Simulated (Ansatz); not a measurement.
Species: PH$_{2}$ (charge 0, doublet). 
Structure (B3LYP-D3(BJ)/def2-TZVP (Ansatz, an electronic-structure program) minimum search):
SMILES: [PH2]
```xyz
3

P      0.0052    -0.0015     0.1165
H     -0.0501     1.0329    -0.8596
H     -0.0274    -1.0099    -0.8876
```
Charge 0, spin multiplicity 2.

Basis-set convergence of Hartree-Fock and CCSD(T) correlation energies (hartree) with Ansatz. Valence correlation only, unless marked. UHF or UKS for open shells. No spin-orbit coupling. Non-relativistic.

```csv
basis,functions,E(HF),"E(corr, CCSD(T))"
def2-SVPD,40,-341.76631,-0.14370
def2-TZVPPD,82,-341.88286,-0.17081
def2-QZVPPD,142,-341.89259,-0.17935
```

Extrapolating the two largest sets (X = 3 and 4) as X^-3: E(corr) = (64·(-0.17935) - 27·(-0.17081))/37 = -0.1856 Eh, an estimate of the basis-set limit. The largest set recovers 96.6 % of it, the smallest 77.4 %.
